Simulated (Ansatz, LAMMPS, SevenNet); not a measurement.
**Ladder of methods for the elastic constant C33 of α-quartz (SiO2)**

Reference value: 105 GPa (measured, 298 K, no zero-point or thermal correction, C14's sign depends on the axes; as tabulated in Xie et al. (2023), arXiv:2212.00284).

```json
[
 {"level (code)": "Vashishta SiO.1990.vashishta (LAMMPS)", "value (GPa)": "296", "cell (Å³/atom)": "11.91", "difference (%)": "+182"},
 {"level (code)": "SevenNet-0", "value (GPa)": "93.0", "cell (Å³/atom)": "13.37", "difference (%)": "-11.4"},
 {"level (code)": "LDA (Ansatz)", "value (GPa)": "89.4", "cell (Å³/atom)": "12.56", "difference (%)": "-14.9"},
 {"level (code)": "PBE (Ansatz)", "value (GPa)": "111", "cell (Å³/atom)": "12.56", "difference (%)": "+5.7"},
 {"level (code)": "HSE06 (Ansatz)", "value (GPa)": "94.0", "cell (Å³/atom)": "13.07", "difference (%)": "-10.5"}
]
```

The reference is not for a static lattice or low temperature, so close values are not ranked against it. Off by more than 25 %, or 35 % on the side where a correction would as a rule narrow the miss (bounds picked here): Vashishta SiO.1990.vashishta (+182 %).

The reference isn't brought to a static lattice, while the calculations are for one, so the differences are not the levels' errors alone. A static lattice is as a rule stiffer than a warm one, by over a tenth in soft solids.  Values are at the level's own equilibrium cell; LDA at the measured cell; PBE at the measured cell. Ansatz's density-functional and Hartree–Fock values are scalar-relativistic unless marked +SOC, with PAW data made under PBE.

Empirical potentials (Vashishta SiO.1990.vashishta) are fitted to chosen data: where that held the value shown, agreement is built in, and what lay outside the fit can be far off. Machine-learned potentials (SevenNet-0) are trained on DFT data: a solid inside that data is no test of them.

Differences are worked out from the printed values.

Ansatz is a quantum-chemistry and plane-wave program.
